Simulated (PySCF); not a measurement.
**Vibration and rotation of MgH**

UHF-CCSD(T) constants of MgH, ²Σ⁺ (doublet), unpaired electrons σ ↑ (Mg aug-pcseg-1, H aug-pcseg-1; no relativity (PySCF 2.14); masses 23.9850 and 1.0078 u):

```
ωe              : 1381.5 cm⁻¹
ωexe            : 28.8 cm⁻¹
Be              : 5.624 cm⁻¹
αe              : 0.181 cm⁻¹
D (centrifugal) : 0.000373 cm⁻¹
De to Mg + H    : 1.13 eV
```

Problem. Give the vibrational terms G(v) and spacings up to v = 5.

Solution. G(v) = ωe(v+½) − ωexe(v+½)².

```csv
v,G(v) (cm⁻¹),G(v) − G(v−1),Bv (cm⁻¹)
0,684,,5.534
1,2007,1324,5.353
2,3274,1266,5.171
3,4482,1209,4.990
4,5634,1151,4.809
5,6727,1094,4.628
```

Problem. How well does the Morse estimate ωe²/(4ωexe) reproduce De, and what is D0?

Solution. It gives 2.05 eV, 182 % of the computed De. D0 = De − G(0) = 1.13 − 0.08 = 1.05 eV.

Measured values (Huber and Herzberg, Constants of Diatomic Molecules (1979)): ωe = 1495.2 cm⁻¹, ωexe = 31.889 cm⁻¹, Be = 5.8257 cm⁻¹, αe = 0.1859 cm⁻¹.

Correlated steps freeze 1 core orbital. Correlated levels converge slowly with the basis: in double zeta they bind strong bonds too weakly, by up to about 1 eV, and carry superposition errors of some tenths. The state is the lowest determinant that a PBE0 search found; another state may lie lower at other levels.
